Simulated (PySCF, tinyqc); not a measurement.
LCCD on RHF in the sto-3g basis, frozen core, for CH2, spin multiplicity 1, step by step. The lowest restricted solution is unstable here: a spin-polarised one lies 0.0513 hartree lower (PySCF). Computed by tinyqc, a small Python program that keeps every step (integrals from PySCF). Settings: charge = 0, multiplicity = 1, basis = sto-3g, method = RHF, frozen orbitals = 1, energy threshold = 1e-10, iteration cap = 89, orthogonalisation = canonical, start = atomic densities, DIIS depth = 6, amplitude equations = LCCD, DIIS depth for amplitudes = 4, cap on updates = 56. Command: `OMP_NUM_THREADS=1 python tinyqc.py 31711 31712 out.jsonl` (the two numbers bound the seeds that draw the settings). One thread of a shared host (Intel(R) Xeon(R) Processor @ 2.60GHz), about 0.1 s of CPU time with the checks. The early iterations of the SCF are left out here.

## One-electron integrals

Geometry (angstrom):
```
atom       x        y       z
C     0.0000   0.0000  0.0000
H     0.0000   0.9110  0.4220
H     0.0000  -0.9110  0.4220
```

Basis sto-3g: exponents (1/bohr^2) and contraction coefficients of normalised primitives:
```
element  l (shell)  exponent  coefficient
C            s (1)   71.6168       0.1543
C            s (1)   13.0451       0.5353
C            s (1)    3.5305       0.4446
C            s (2)    2.9412      -0.1000
C            s (2)    0.6835       0.3995
C            s (2)    0.2223       0.7001
C            p (3)    2.9412       0.1559
C            p (3)    0.6835       0.6077
C            p (3)    0.2223       0.3920
H            s (1)    3.4253       0.1543
H            s (1)    0.6239       0.5353
H            s (1)    0.1689       0.4446
```

Overlap, kinetic and nuclear-attraction integrals over the contracted functions; the nuclear repulsion is the sum of Za Zb / Rab.

nuclear repulsion = 6.615299 hartree

overlap S, order 1C 1s, 1C 2s, 1C 2px, 1C 2py, 1C 2pz, 2H 1s, 3H 1s:
```
[[1.0000, 0.2484, 0.0000, 0.0000, 0.0000, 0.0761, 0.0761],
 [0.2484, 1.0000, 0.0000, 0.0000, 0.0000, 0.5412, 0.5412],
 [0.0000, 0.0000, 1.0000, 0.0000, 0.0000, 0.0000, 0.0000],
 [0.0000, 0.0000, 0.0000, 1.0000, 0.0000, 0.4490, -0.4490],
 [0.0000, 0.0000, 0.0000, 0.0000, 1.0000, 0.2080, 0.2080],
 [0.0761, 0.5412, 0.0000, 0.4490, 0.2080, 1.0000, 0.1586],
 [0.0761, 0.5412, 0.0000, -0.4490, 0.2080, 0.1586, 1.0000]]
```

kinetic energy T (hartree), order 1C 1s, 1C 2s, 1C 2px, 1C 2py, 1C 2pz, 2H 1s, 3H 1s:
```
[[15.8911, -0.0859, 0.0000, 0.0000, 0.0000, -0.0058, -0.0058],
 [-0.0859, 0.4722, 0.0000, 0.0000, 0.0000, 0.1372, 0.1372],
 [0.0000, 0.0000, 1.4777, 0.0000, 0.0000, 0.0000, 0.0000],
 [0.0000, 0.0000, 0.0000, 1.4777, 0.0000, 0.2871, -0.2871],
 [0.0000, 0.0000, 0.0000, 0.0000, 1.4777, 0.1330, 0.1330],
 [-0.0058, 0.1372, 0.0000, 0.2871, 0.1330, 0.7600, -0.0068],
 [-0.0058, 0.1372, 0.0000, -0.2871, 0.1330, -0.0068, 0.7600]]
```

nuclear attraction V (hartree), order 1C 1s, 1C 2s, 1C 2px, 1C 2py, 1C 2pz, 2H 1s, 3H 1s:
```
[[-34.7069, -4.4540, 0.0000, 0.0000, -0.0168, -1.3979, -1.3979],
 [-4.4540, -6.2006, 0.0000, 0.0000, -0.1628, -2.9436, -2.9436],
 [0.0000, 0.0000, -6.0610, 0.0000, 0.0000, 0.0000, 0.0000],
 [0.0000, 0.0000, 0.0000, -6.3035, 0.0000, -2.2775, 2.2775],
 [-0.0168, -0.1628, 0.0000, 0.0000, -6.1130, -1.0958, -1.0958],
 [-1.3979, -2.9436, 0.0000, -2.2775, -1.0958, -4.5835, -0.8201],
 [-1.3979, -2.9436, 0.0000, 2.2775, -1.0958, -0.8201, -4.5835]]
```

core Hamiltonian H = T + V (hartree), order 1C 1s, 1C 2s, 1C 2px, 1C 2py, 1C 2pz, 2H 1s, 3H 1s:
```
[[-18.8158, -4.5399, 0.0000, 0.0000, -0.0168, -1.4036, -1.4036],
 [-4.5399, -5.7283, 0.0000, 0.0000, -0.1628, -2.8065, -2.8065],
 [0.0000, 0.0000, -4.5833, 0.0000, 0.0000, 0.0000, 0.0000],
 [0.0000, 0.0000, 0.0000, -4.8258, 0.0000, -1.9904, 1.9904],
 [-0.0168, -0.1628, 0.0000, 0.0000, -4.6353, -0.9628, -0.9628],
 [-1.4036, -2.8065, 0.0000, -1.9904, -0.9628, -3.8235, -0.8269],
 [-1.4036, -2.8065, 0.0000, 1.9904, -0.9628, -0.8269, -3.8235]]
```

## Two-electron integrals

Functions are numbered as in S; the eight-fold symmetry (ij|kl) = (ji|kl) = (kl|ij) leaves the list below.

Two-electron integrals (ij|kl) in chemists' order, unique and non-zero (hartree):
```
(11|11) 3.5419      (21|11) 0.5769      (21|21) 0.1119      (22|11) 0.8547
(22|21) 0.2053      (22|22) 0.6247      (31|31) 0.0203      (32|31) 0.0309
(32|32) 0.1380      (33|11) 0.8524      (33|21) 0.2053      (33|22) 0.6246
(33|33) 0.6728      (41|41) 0.0203      (42|41) 0.0309      (42|42) 0.1380
(43|43) 0.0363      (44|11) 0.8524      (44|21) 0.2053      (44|22) 0.6246
(44|33) 0.6003      (44|44) 0.6728      (51|51) 0.0203      (52|51) 0.0309
(52|52) 0.1380      (53|53) 0.0363      (54|54) 0.0363      (55|11) 0.8524
(55|21) 0.2053      (55|22) 0.6246      (55|33) 0.6003      (55|44) 0.6003
(55|55) 0.6728      (61|11) 0.1789      (61|21) 0.0344      (61|22) 0.0629
(61|33) 0.0626      (61|41) 0.0019      (61|42) 0.0035      (61|44) 0.0632
(61|51) 0.0009      (61|52) 0.0016      (61|54) 2.50e-04    (61|55) 0.0628
(61|61) 0.0108      (62|11) 0.3792      (62|21) 0.0921      (62|22) 0.3025
(62|33) 0.2958      (62|41) 0.0079      (62|42) 0.0516      (62|44) 0.3122
(62|51) 0.0037      (62|52) 0.0239      (62|54) 0.0076      (62|55) 0.2993
(62|61) 0.0294      (62|62) 0.1833      (63|31) 0.0100      (63|32) 0.0506
(63|43) 0.0105      (63|53) 0.0048      (63|63) 0.0243      (64|11) 0.2760
(64|21) 0.0679      (64|22) 0.2368      (64|33) 0.2248      (64|41) 0.0151
(64|42) 0.0885      (64|44) 0.2580      (64|51) 0.0024      (64|52) 0.0176
(64|54) 0.0105      (64|55) 0.2274      (64|61) 0.0229      (64|62) 0.1708
(64|64) 0.1806      (65|11) 0.1278      (65|21) 0.0315      (65|22) 0.1097
(65|33) 0.1041      (65|41) 0.0024      (65|42) 0.0176      (65|44) 0.1098
(65|51) 0.0111      (65|52) 0.0587      (65|54) 0.0131      (65|55) 0.1150
(65|61) 0.0106      (65|62) 0.0791      (65|64) 0.0724      (65|65) 0.0578
(66|11) 0.5100      (66|21) 0.1259      (66|22) 0.4653      (66|33) 0.4406
(66|41) 0.0148      (66|42) 0.1246      (66|44) 0.5013      (66|51) 0.0069
(66|52) 0.0577      (66|54) 0.0281      (66|55) 0.4536      (66|61) 0.0410
(66|62) 0.3417      (66|64) 0.3537      (66|65) 0.1638      (66|66) 0.7746
(71|11) 0.1789      (71|21) 0.0344      (71|22) 0.0629      (71|33) 0.0626
(71|41) -0.0019     (71|42) -0.0035     (71|44) 0.0632      (71|51) 0.0009
(71|52) 0.0016      (71|54) -2.50e-04   (71|55) 0.0628      (71|61) 0.0105
(71|62) 0.0275      (71|64) 0.0192      (71|65) 0.0099      (71|66) 0.0372
(71|71) 0.0108      (72|11) 0.3792      (72|21) 0.0921      (72|22) 0.3025
(72|33) 0.2958      (72|41) -0.0079     (72|42) -0.0516     (72|44) 0.3122
(72|51) 0.0037      (72|52) 0.0239      (72|54) -0.0076     (72|55) 0.2993
(72|61) 0.0275      (72|62) 0.1334      (72|64) 0.0886      (72|65) 0.0559
(72|66) 0.1967      (72|71) 0.0294      (72|72) 0.1833      (73|31) 0.0100
(73|32) 0.0506      (73|43) -0.0105     (73|53) 0.0048      (73|63) 0.0166
(73|73) 0.0243      (74|11) -0.2760     (74|21) -0.0679     (74|22) -0.2368
(74|33) -0.2248     (74|41) 0.0151      (74|42) 0.0885      (74|44) -0.2580
(74|51) -0.0024     (74|52) -0.0176     (74|54) 0.0105      (74|55) -0.2274
(74|61) -0.0192     (74|62) -0.0886     (74|64) -0.0435     (74|65) -0.0363
(74|66) -0.1185     (74|71) -0.0229     (74|72) -0.1708     (74|74) 0.1806
(75|11) 0.1278      (75|21) 0.0315      (75|22) 0.1097      (75|33) 0.1041
(75|41) -0.0024     (75|42) -0.0176     (75|44) 0.1098      (75|51) 0.0111
(75|52) 0.0587      (75|54) -0.0131     (75|55) 0.1150      (75|61) 0.0099
(75|62) 0.0559      (75|64) 0.0363      (75|65) 0.0395      (75|66) 0.0880
(75|71) 0.0106      (75|72) 0.0791      (75|74) -0.0724     (75|75) 0.0578
(76|11) 0.1050      (76|21) 0.0255      (76|22) 0.0850      (76|33) 0.0832
(76|44) 0.0861      (76|51) 0.0017      (76|52) 0.0116      (76|55) 0.0857
(76|61) 0.0079      (76|62) 0.0454      (76|64) 0.0366      (76|65) 0.0216
(76|66) 0.0778      (76|71) 0.0079      (76|72) 0.0454      (76|74) -0.0366
(76|75) 0.0216      (76|76) 0.0134      (77|11) 0.5100      (77|21) 0.1259
(77|22) 0.4653      (77|33) 0.4406      (77|41) -0.0148     (77|42) -0.1246
(77|44) 0.5013      (77|51) 0.0069      (77|52) 0.0577      (77|54) -0.0281
(77|55) 0.4536      (77|61) 0.0372      (77|62) 0.1967      (77|64) 0.1185
(77|65) 0.0880      (77|66) 0.2886      (77|71) 0.0410      (77|72) 0.3417
(77|74) -0.3537     (77|75) 0.1638      (77|76) 0.0778      (77|77) 0.7746
```

## Orthogonalisation

S = U s U^T; canonical form X = U s^(-1/2), so that X^T S X = 1. Each column of U has its largest component positive (the first on a tie).

eigenvalues of S: [0.2417, 0.2808, 0.8892, 1.0000, 1.0661, 1.5607, 1.9616]

X, order 1C 1s, 1C 2s, 1C 2px, 1C 2py, 1C 2pz, 2H 1s, 3H 1s:
```
[[-0.2799, 0.0000, 0.8074, 0.0000, -0.5674, 0.0000, 0.1722],
 [1.4286, 0.0000, -0.2632, 0.0000, -0.2224, 0.0000, 0.4473],
 [0.0000, 0.0000, 0.0000, 1.0000, 0.0000, 0.0000, 0.0000],
 [0.0000, 1.2490, 0.0000, 0.0000, 0.0000, 0.6001, 0.0000],
 [0.5138, 0.0000, 0.5944, 0.0000, 0.7344, 0.0000, 0.1548],
 [-0.9366, -1.0003, -0.1583, 0.0000, 0.1166, 0.3746, 0.3579],
 [-0.9366, 1.0003, -0.1583, 0.0000, 0.1166, -0.3746, 0.3579]]
```

## Starting guess

The start is atomic minimal-basis densities projected into this basis (PySCF's MINAO start) and scaled to the electron count of each spin; this density is not idempotent, so its energy is not variational and may lie below the converged one.

D at the start, order 1C 1s, 1C 2s, 1C 2px, 1C 2py, 1C 2pz, 2H 1s, 3H 1s:
```
[[2.1418, -0.5012, 0.0000, 0.0000, 0.0120, -0.0264, -0.0264],
 [-0.5012, 2.0428, 0.0000, 0.0000, -0.0438, 0.0888, 0.0888],
 [0.0000, 0.0000, 0.6587, 0.0000, 0.0000, 0.0000, 0.0000],
 [0.0000, 0.0000, 0.0000, 0.5687, 0.0000, 0.0503, -0.0503],
 [0.0120, -0.0438, 0.0000, 0.0000, 0.6408, 0.0152, 0.0152],
 [-0.0264, 0.0888, 0.0000, 0.0503, 0.0152, 0.9495, 0.0309],
 [-0.0264, 0.0888, 0.0000, -0.0503, 0.0152, 0.0309, 0.9495]]
```

## Iteration 7 (converged): orbitals

converged F (hartree), order 1C 1s, 1C 2s, 1C 2px, 1C 2py, 1C 2pz, 2H 1s, 3H 1s:
```
[[-10.9696, -2.9550, 0.0000, 0.0000, -0.0251, -0.9203, -0.9203],
 [-2.9550, -1.4672, 0.0000, 0.0000, -0.0999, -0.8083, -0.8083],
 [0.0000, 0.0000, 0.2345, 0.0000, 0.0000, 0.0000, 0.0000],
 [0.0000, 0.0000, 0.0000, -0.3374, 0.0000, -0.4126, 0.4126],
 [-0.0251, -0.0999, 0.0000, 0.0000, -0.2647, -0.2326, -0.2326],
 [-0.9203, -0.8083, 0.0000, -0.4126, -0.2326, -0.5760, -0.2671],
 [-0.9203, -0.8083, 0.0000, 0.4126, -0.2326, -0.2671, -0.5760]]
```

Diagonalise F' = X^T F X, C = X C', fill 4 alpha and 4 beta electrons from the bottom; D = 2 C_occ C_occ^T. Each column has its largest component positive (the first on a tie).

F' = X^T F X (hartree):
```
[[0.6297, 0.0000, 0.5703, 0.0000, -0.2931, 0.0000, 0.0460],
 [0.0000, 0.9178, 0.0000, 0.0000, 0.0000, 0.0878, 0.0000],
 [0.5703, 0.0000, -5.7022, 0.0000, 4.6467, 0.0000, -2.5450],
 [0.0000, 0.0000, 0.0000, 0.2345, 0.0000, 0.0000, 0.0000],
 [-0.2931, 0.0000, 4.6467, 0.0000, -4.2147, 0.0000, 2.2003],
 [0.0000, 0.0878, 0.0000, 0.0000, 0.0000, -0.5792, 0.0000],
 [0.0460, 0.0000, -2.5450, 0.0000, 2.2003, 0.0000, -2.1071]]
```

orbital energies (hartree): [-10.9759, -0.8502, -0.5844, -0.2717, 0.2345, 0.7035, 0.9229]

coefficients C, order 1C 1s, 1C 2s, 1C 2px, 1C 2py, 1C 2pz, 2H 1s, 3H 1s:
```
[[0.9928, -0.2203, 0.0000, 0.1073, 0.0000, -0.1901, 0.0000],
 [0.0326, 0.6332, 0.0000, -0.4992, 0.0000, 1.3071, 0.0000],
 [0.0000, 0.0000, 0.0000, 0.0000, 1.0000, 0.0000, 0.0000],
 [0.0000, 0.0000, 0.5261, 0.0000, 0.0000, 0.0000, 1.2819],
 [0.0057, 0.1529, 0.0000, 0.8727, 0.0000, 0.6290, 0.0000],
 [-0.0080, 0.2852, 0.4324, 0.1511, 0.0000, -0.9694, -0.9768],
 [-0.0080, 0.2852, -0.4324, 0.1511, 0.0000, -0.9694, 0.9768]]
```

D after iteration 7, order 1C 1s, 1C 2s, 1C 2px, 1C 2py, 1C 2pz, 2H 1s, 3H 1s:
```
[[2.0915, -0.3214, 0.0000, 0.0000, 0.1311, -0.1090, -0.1090],
 [-0.3214, 1.3023, 0.0000, 0.0000, -0.6772, 0.2097, 0.2097],
 [0.0000, 0.0000, 0.0000, 0.0000, 0.0000, 0.0000, 0.0000],
 [0.0000, 0.0000, 0.0000, 0.5537, 0.0000, 0.4550, -0.4550],
 [0.1311, -0.6772, 0.0000, 0.0000, 1.5702, 0.3509, 0.3509],
 [-0.1090, 0.2097, 0.0000, 0.4550, 0.3509, 0.5823, -0.1655],
 [-0.1090, 0.2097, 0.0000, -0.4550, 0.3509, -0.1655, 0.5823]]
```

## Convergence

Stop when the energy changes by less than 1e-10 hartree and every element of the error matrix X^T (F D S - S D F) X is below 3e-06.

Course of the cycle:
```
iteration  E (hartree)     change  largest element of the error matrix
1           -38.441724          -                             1.17e+00
2           -38.323681   1.18e-01                             7.38e-02
3           -38.327733  -4.05e-03                             2.30e-02
4           -38.328488  -7.55e-04                             2.67e-03
5           -38.328496  -7.77e-06                             1.29e-04
6           -38.328496  -2.28e-08                             1.12e-05
7           -38.328496  -8.96e-11                             1.93e-07
```

PySCF RHF in the same basis = -38.328496 hartree

Converged in 7 iterations.

## Populations, bond orders and dipole

Mulliken: Z minus the diagonal of D S on the atom; Loewdin: the same with S^(1/2) D S^(1/2); Mayer order: 2 sum_s sum (D(s) S)_ij (D(s) S)_ji over the two atoms.

Charges (e):
```
atom  Mulliken  Loewdin
1C     -0.1229  -0.0604
2H      0.0615   0.0302
3H      0.0615   0.0302
```

Mayer bond orders:
```
pair   order
2-1   0.9864
3-1   0.9864
3-2   0.0098
```

dipole moment about the origin, x y z (debye): [0.0000, 0.0000, 1.6060]

## Integrals over molecular orbitals

(pq|rs) = sum C_ip C_jq C_kr C_ls (ij|kl), one index at a time.

one-electron integrals over orbitals h = C^T H C (hartree):
```
[[-18.8000, 0.3645, 0.0000, -0.1642, 0.0000, 0.2933, 0.0000],
 [0.3645, -4.6804, 0.0000, 0.0994, 0.0000, -0.7986, 0.0000],
 [0.0000, 0.0000, -4.2674, 0.0000, 0.0000, 0.0000, -0.8845],
 [-0.1642, 0.0994, 0.0000, -4.5139, 0.0000, -0.2671, 0.0000],
 [0.0000, 0.0000, 0.0000, 0.0000, -4.5833, 0.0000, 0.0000],
 [0.2933, -0.7986, 0.0000, -0.2671, 0.0000, -3.5109, 0.0000],
 [0.0000, 0.0000, -0.8845, 0.0000, 0.0000, 0.0000, -3.6793]]
```

Two-electron integrals over orbitals (pq|rs), unique and non-zero (hartree); the lowest 1 orbital is frozen and left out:
```
(22|22) 0.5556    (32|32) 0.1553    (33|22) 0.5332    (33|33) 0.5504
(42|22) 0.0344    (42|33) 0.0179    (42|42) 0.0732    (43|32) 0.0111
(43|43) 0.0274    (44|22) 0.5135    (44|33) 0.4901    (44|42) -0.0716
(44|44) 0.6952    (52|52) 0.0900    (53|53) 0.0224    (54|52) -0.0324
(54|54) 0.0487    (55|22) 0.5497    (55|33) 0.5043    (55|42) -0.0271
(55|44) 0.5943    (55|55) 0.6728    (62|22) 0.0711    (62|33) 0.0200
(62|42) 0.0066    (62|44) 0.0887    (62|55) 0.1208    (62|62) 0.0969
(63|32) -0.0782   (63|43) -0.0168   (63|63) 0.0870    (64|22) 0.0332
(64|33) 0.0091    (64|42) 0.0205    (64|44) 0.0248    (64|55) 0.0295
(64|62) 0.0419    (64|64) 0.0282    (65|52) 0.0625    (65|54) -0.0162
(65|65) 0.0515    (66|22) 0.5432    (66|33) 0.5292    (66|42) 0.0572
(66|44) 0.4661    (66|55) 0.5109    (66|62) 0.0441    (66|64) 0.0296
(66|66) 0.5750    (72|32) -0.0073   (72|43) -0.0254   (72|63) 0.0478
(72|72) 0.0513    (73|22) 0.0530    (73|33) 0.0353    (73|42) -0.0453
(73|44) 0.1294    (73|55) 0.1211    (73|62) 0.0747    (73|64) 0.0212
(73|66) 0.0049    (73|73) 0.1124    (74|32) -0.0621   (74|43) 0.0181
(74|63) 0.0310    (74|72) -0.0089   (74|74) 0.0532    (75|53) 0.0188
(75|75) 0.0220    (76|32) 0.1229    (76|43) 0.0201    (76|63) -0.0847
(76|72) -0.0296   (76|74) -0.0460   (76|76) 0.1224    (77|22) 0.5353
(77|33) 0.5484    (77|42) -0.0087   (77|44) 0.5477    (77|55) 0.5428
(77|62) 0.0376    (77|64) 0.0080    (77|66) 0.5333    (77|73) 0.0684
(77|77) 0.5898
```

## LCCD: starting amplitudes

t_ij^ab = <ij||ab> / (e_i + e_j - e_a - e_b), whose energy is MP2.

Starting amplitudes (spin orbitals 1a, 1b, ...; amplitudes related by a flip of all spins are not repeated):
```
from      to        t
4a 4b  5a 5b  -0.0482
2a 2b  5a 5b  -0.0415
3a 3b  7a 7b  -0.0373
3a 3b  6a 6b  -0.0338
2a 2b  6a 6b  -0.0312
2a 3b  6a 7b  -0.0244
4a 4b  7a 7b  -0.0223
2a 4b  5a 5b   0.0204
2a 4b  6a 6b  -0.0166
2a 3b  6b 7a   0.0156
2a 2b  7a 7b  -0.0145
4a 4b  6a 6b  -0.0144
3a 3b  5a 5b  -0.0137
3a 4b  6a 7b  -0.0125
2a 3a  6a 7a  -0.0088
3a 4b  6b 7a   0.0085
3a 4a  6a 7a  -0.0039
2a 4b  7a 7b   0.0030
```

correlation energy = -0.028455 hartree

## LCCD: amplitude update 1

t_ij^ab D_ij^ab are set to the remaining terms of the spin-orbital equations, evaluated with the old amplitudes; for the doubles these are <ij||ab> + 1/2 <ab||ef> t_ij^ef + 1/2 <mn||ij> t_mn^ab + P(ij)P(ab) <mb||ej> t_im^ae, D the orbital-energy denominators (linear CCD).

Amplitudes after update 1 (spin orbitals 1a, 1b, ...; amplitudes related by a flip of all spins are not repeated):
```
from      to        t
4a 4b  5a 5b  -0.0849
2a 2b  5a 5b  -0.0542
3a 3b  7a 7b  -0.0470
3a 3b  6a 6b  -0.0438
2a 2b  6a 6b  -0.0384
2a 3b  6a 7b  -0.0324
2a 4b  5a 5b   0.0323
4a 4b  7a 7b  -0.0274
2a 4b  6a 6b  -0.0240
2a 3b  6b 7a   0.0228
3a 4b  6a 7b  -0.0174
2a 2b  7a 7b  -0.0173
4a 4b  6a 6b  -0.0169
3a 3b  5a 5b  -0.0139
3a 4b  6b 7a   0.0115
2a 3a  6a 7a  -0.0095
3a 4a  6a 7a  -0.0059
2a 4b  7a 7b   0.0035
```

correlation energy = -0.038340 hartree

## LCCD: amplitude update 2

As before.

Amplitudes after update 2 (spin orbitals 1a, 1b, ...; amplitudes related by a flip of all spins are not repeated):
```
from      to        t
4a 4b  5a 5b  -0.1157
2a 2b  5a 5b  -0.0580
3a 3b  7a 7b  -0.0499
3a 3b  6a 6b  -0.0471
2a 2b  6a 6b  -0.0404
2a 4b  5a 5b   0.0385
2a 3b  6a 7b  -0.0347
4a 4b  7a 7b  -0.0284
2a 4b  6a 6b  -0.0270
2a 3b  6b 7a   0.0255
3a 4b  6a 7b  -0.0194
2a 2b  7a 7b  -0.0181
4a 4b  6a 6b  -0.0171
3a 4b  6b 7a   0.0125
3a 3b  5a 5b  -0.0119
2a 3a  6a 7a  -0.0092
3a 4a  6a 7a  -0.0069
2a 4b  7a 7b   0.0036
```

correlation energy = -0.042495 hartree

## LCCD: amplitude update 3

t_ij^ab D_ij^ab are set to the remaining terms of the spin-orbital equations, evaluated with the old amplitudes; for the doubles these are <ij||ab> + 1/2 <ab||ef> t_ij^ef + 1/2 <mn||ij> t_mn^ab + P(ij)P(ab) <mb||ej> t_im^ae, D the orbital-energy denominators (linear CCD). DIIS then mixes the stored amplitudes.

DIIS coefficients: [-1.7343, 2.7343]

Amplitudes after update 3 (spin orbitals 1a, 1b, ...; amplitudes related by a flip of all spins are not repeated):
```
from      to        t
4a 4b  5a 5b  -0.1892
2a 2b  5a 5b  -0.0600
3a 3b  7a 7b  -0.0526
3a 3b  6a 6b  -0.0503
2a 4b  5a 5b   0.0460
2a 2b  6a 6b  -0.0423
2a 3b  6a 7b  -0.0367
2a 4b  6a 6b  -0.0303
4a 4b  7a 7b  -0.0283
2a 3b  6b 7a   0.0281
3a 4b  6a 7b  -0.0217
2a 2b  7a 7b  -0.0187
4a 4b  6a 6b  -0.0159
3a 4b  6b 7a   0.0136
2a 3a  6a 7a  -0.0086
3a 4a  6a 7a  -0.0080
3a 3b  5a 5b  -0.0069
2a 4b  7a 7b   0.0036
```

correlation energy = -0.048363 hartree

## LCCD: convergence

E_corr = 1/4 sum <ij||ab> t_ij^ab; stop when the norm of the change is below 1e-8.

Course of the amplitude iterations:
```
update  correlation energy (hartree)  norm of the change
0                          -0.028455                   -
1                          -0.038340            1.00e-01
2                          -0.042495            6.71e-02
3                          -0.048363            5.49e-02
4                          -0.051901            3.93e-02
5                          -0.055132            2.00e-02
6                          -0.055263            1.73e-03
7                          -0.055288            5.48e-04
8                          -0.055289            7.79e-05
9                          -0.055289            2.65e-05
10                         -0.055287            1.77e-05
11                         -0.055286            9.99e-06
12                         -0.055286            6.95e-06
13                         -0.055285            3.65e-06
14                         -0.055285            4.87e-07
15                         -0.055285            1.41e-07
16                         -0.055285            5.88e-08
17                         -0.055285            1.79e-08
18                         -0.055285            1.06e-08
19                         -0.055285            7.87e-09
```

Converged amplitudes (spin orbitals 1a, 1b, ...; amplitudes related by a flip of all spins are not repeated):
```
from      to        t
4a 4b  5a 5b  -0.4246
3a 3b  7a 7b  -0.0516
3a 3b  6a 6b  -0.0493
2a 2b  5a 5b  -0.0425
2a 2b  6a 6b  -0.0422
2a 3b  6a 7b  -0.0358
2a 4b  6a 6b  -0.0275
2a 3b  6b 7a   0.0270
4a 4b  7a 7b  -0.0249
2a 4b  5a 5b   0.0214
3a 4b  6a 7b  -0.0206
2a 2b  7a 7b  -0.0186
3a 4b  6b 7a   0.0131
2a 3a  6a 7a  -0.0088
3a 4a  6a 7a  -0.0075
4a 4b  6a 6b  -0.0056
2a 4b  7a 7b   0.0039
3a 3b  5a 5b  -0.0011
```

LCCD total energy = -38.383781 hartree

Converged in 19 updates, with DIIS from the third.
